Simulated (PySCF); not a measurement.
# PySCF run on HOP

File input.py (PySCF 2.14):

```python
from pyscf import gto, scf, cc

mol = gto.M(
    atom='P 0.3589 0 -0.328; O -0.7916 0 0.6004; H 1.5343 0 0.551',
    basis='6-311++g**',
    charge=0,
    spin=0,
    verbose=4,
)
mf = scf.RHF(mol)
mf.kernel()
mycc = cc.CCSD(mf, frozen=6)
mycc.kernel()
e = mycc.ipccsd(nroots=4)[0]
print('roots (eV) =', (e*27.211386).round(3))
mf.dip_moment()
print('orbital energies (hartree):', mf.mo_energy[..., max(0, mol.nelec[1]-3):mol.nelec[0]+3].round(4))
```

```bash
$ OMP_NUM_THREADS=1 python input.py
```

The log (some set-up lines and the per-cycle HOMO/LUMO lines with their warnings removed):

```
PySCF version 2.14.0

[INPUT] verbose = 4
[INPUT] num. atoms = 3
[INPUT] num. electrons = 24
[INPUT] charge = 0
[INPUT] spin (= nelec alpha-beta = 2S) = 0
[INPUT] symmetry False subgroup None
[INPUT] Mole.unit = angstrom
[INPUT] Symbol           X                Y                Z      unit          X                Y                Z       unit  Magmom
[INPUT]  1 P      0.358900000000   0.000000000000  -0.328000000000 AA    0.678222706106   0.000000000000  -0.619830168857 Bohr   0.0
[INPUT]  2 O     -0.791600000000   0.000000000000   0.600400000000 AA   -1.495907200206   0.000000000000   1.134591565189 Bohr   0.0
[INPUT]  3 H      1.534300000000   0.000000000000   0.551000000000 AA    2.899406792920   0.000000000000   1.041239094635 Bohr   0.0

nuclear repulsion = 50.1814378567249
number of shells = 29
number of NR pGTOs = 93
number of NR cGTOs = 59
basis = 6-311++g**
ecp = {}

******** <class 'pyscf.scf.hf.RHF'> ********
method = RHF
initial guess = minao
damping factor = 0
level_shift factor = 0
DIIS = <class 'pyscf.scf.diis.CDIIS'>
diis_start_cycle = 1
diis_space = 8
diis_damp = 0
SCF conv_tol = 1e-09
SCF conv_tol_grad = None
SCF max_cycles = 50
direct_scf = True
direct_scf_tol = 1e-13
Set gradient conv threshold to 3.16228e-05
Initial guess from minao.
init E= -416.144787652073
cycle= 1 E= -416.068666235006  delta_E= 0.0761  |g|= 0.668  |ddm|= 1.67
cycle= 2 E= -416.087762517451  delta_E= -0.0191  |g|= 0.664  |ddm|= 0.873
cycle= 3 E= -416.17010276295  delta_E= -0.0823  |g|= 0.0439  |ddm|= 0.405
cycle= 4 E= -416.170919609243  delta_E= -0.000817  |g|= 0.0155  |ddm|= 0.0589
cycle= 5 E= -416.171068352425  delta_E= -0.000149  |g|= 0.00596  |ddm|= 0.0232
cycle= 6 E= -416.171104450364  delta_E= -3.61e-05  |g|= 0.003  |ddm|= 0.0117
cycle= 7 E= -416.171112812837  delta_E= -8.36e-06  |g|= 0.000831  |ddm|= 0.00698
cycle= 8 E= -416.171113379767  delta_E= -5.67e-07  |g|= 0.000132  |ddm|= 0.00233
cycle= 9 E= -416.171113398996  delta_E= -1.92e-08  |g|= 3.86e-05  |ddm|= 0.00067
cycle= 10 E= -416.171113400764  delta_E= -1.77e-09  |g|= 9.64e-06  |ddm|= 0.000236
cycle= 11 E= -416.171113400855  delta_E= -9.08e-11  |g|= 3.15e-06  |ddm|= 4.95e-05
Extra cycle  E= -416.171113400859  delta_E= -4.21e-12  |g|= 2.13e-06  |ddm|= 5.72e-06
converged SCF energy = -416.171113400859

******** <class 'pyscf.cc.ccsd.CCSD'> ********
CC2 = 0
CCSD nocc = 6, nmo = 53
frozen orbitals 6
max_cycle = 50
direct = 0
conv_tol = 1e-07
conv_tol_normt = 1e-05
diis_space = 6
diis_start_cycle = 0
diis_start_energy_diff = 1e+09
Init t2, MP2 energy = -416.49210463407  E_corr(MP2) -0.320991233211062
Init E_corr(CCSD) = -0.32099123321245
cycle = 1  E_corr(CCSD) = -0.315331294921385  dE = 0.00565993829  norm(t1,t2) = 0.0728425
cycle = 2  E_corr(CCSD) = -0.331210856376532  dE = -0.0158795615  norm(t1,t2) = 0.0296361
cycle = 3  E_corr(CCSD) = -0.330354162388687  dE = 0.000856693988  norm(t1,t2) = 0.0172888
cycle = 4  E_corr(CCSD) = -0.332563169227891  dE = -0.00220900684  norm(t1,t2) = 0.00664239
cycle = 5  E_corr(CCSD) = -0.332887500376176  dE = -0.000324331148  norm(t1,t2) = 0.00166736
cycle = 6  E_corr(CCSD) = -0.332699408806156  dE = 0.00018809157  norm(t1,t2) = 0.000683709
cycle = 7  E_corr(CCSD) = -0.332673539668018  dE = 2.58691381e-05  norm(t1,t2) = 0.000209234
cycle = 8  E_corr(CCSD) = -0.332690355234829  dE = -1.68155668e-05  norm(t1,t2) = 9.86278e-05
cycle = 9  E_corr(CCSD) = -0.332687618960121  dE = 2.73627471e-06  norm(t1,t2) = 4.17164e-05
cycle = 10  E_corr(CCSD) = -0.332686731668729  dE = 8.87291392e-07  norm(t1,t2) = 1.21242e-05
cycle = 11  E_corr(CCSD) = -0.332686650817204  dE = 8.08515248e-08  norm(t1,t2) = 6.78829e-06
CCSD converged
E(CCSD) = -416.5038000516763  E_corr = -0.3326866508172041

******** <class 'pyscf.cc.eom_rccsd.EOMIP'> ********
max_space = 20
max_cycle = 50
conv_tol = 1e-07
partition = None
EOM-CCSD root 0 E = 0.3686258374805372  qpwt = 0.956043  conv = True
EOM-CCSD root 1 E = 0.4882470589067986  qpwt = 0.932109  conv = True
EOM-CCSD root 2 E = 0.4915498944039916  qpwt = 0.929832  conv = True
EOM-CCSD root 3 E = 0.5411931413104127  qpwt = 0.919043  conv = True
roots (eV) = [10.031 13.286 13.376 14.727]
Dipole moment(X, Y, Z, Debye):  2.66677, -0.00000, -1.57809
orbital energies (hartree): [-0.5523 -0.5125 -0.3989  0.0031  0.0502  0.0706]
```

In short: E(SCF) = -416.171113 Eh, 11 cycles, E(CCSD) − E(SCF) = -0.33269 Eh, μ(SCF) = 3.10 D, ionisation roots 10.031, 13.286, 13.376, 14.727 eV.

Hardware: Arm Neoverse N1, 1 thread, shared host. Wall time 3.8 s, peak memory 0.16 GiB.
